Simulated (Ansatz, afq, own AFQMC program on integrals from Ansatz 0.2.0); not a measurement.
Where AFQMC and coupled cluster stand for MgBr⁻, triplet

```xyz
2

Br    0.0000    0.0000    0.0000
Mg    0.0000    0.0000    3.0850
```

Basis aug-cc-pVDZ. Only valence electrons are correlated. AFQMC by an in-house program on the Cholesky factors that Ansatz 0.2.0 writes for its CCSD(T) run. ph-AFQMC/CISD is guided by a CISD state made of CCSD amplitudes; releasing the constraint for a short imaginary time cuts its bias at the price of noise, slowly where states lie close. Free projection: walkers drawn from exp(T), propagated without any constraint. Its projection time is finite, and what remains of the start isn't in its error. ± is one standard error of the sampling. No spin–orbit coupling.

Determinant: ROHF, the one that the program's search chose, which needn't be the lowest solution. The geometry is a point of a scan.

No full CI on the walks' own integrals is used here; CCSDT(Q) serves as the reference and is uncertain by about the last step of the cluster series.

Cautions: no relativity below Rb; no spin-orbit coupling; inner d shell frozen; lower spins were not checked; the ph-AFQMC/HF walk drifts between its halves (2.4 errors).

```
T1 diagnostic                               : 0.0185
weight of the determinant in the CISD state : 0.907
size of the correlated space                : 10 electrons in 44 orbitals
```

```json
{"level": "MP2", "correlation energy (eV)": "-3.7618"}
{"level": "CCSD", "correlation energy (eV)": "-4.1442"}
{"level": "CCSD(T)", "correlation energy (eV)": "-4.2582"}
```

Estimate where AFQMC with the constraint released lies against CCSD(T) on the same integrals.

0.60 ± 0.40 mEh below CCSD(T). The gap is under twice the noise, so this walk alone can't tell the two apart.

Reference: CCSDT(Q), correlation energy -4.282 eV. The released energy is read at 2.40 1/Eh (meV from the phaseless value at times in 1/Eh: -7 ± 7 at 0.24, -11 ± 8 at 0.51, -20 ± 8 at 0.99, -38 ± 8 at 1.62, -21 ± 11 at 2.40).

| level | E − E(reference) (mEh) | share of correlation (%) |
| --- | --- | --- |
| CCSD(T) | 0.86 | 99.45 |
| CCSDT | 0.31 | 99.80 |
| ph-AFQMC/HF | -2.94 ± 1.78 | 101.87 |
| ph-AFQMC/CISD | 1.05 ± 0.25 | 99.34 |
| released AFQMC | 0.26 ± 0.40 | 99.83 |
| free AFQMC | 0.48 ± 0.37 | 99.70 |

Free projections are given only where their last times agree within the noise and don't stop above the reference; a slow remainder of the start can still hide under it. A walk keeps the symmetry of its determinant, which the program's search chose and which needn't be the lowest solution, so a lower state of the same spin and another symmetry isn't excluded. Released energies are given only where the last usable release times agree within the noise; a slower fall can still hide under it.
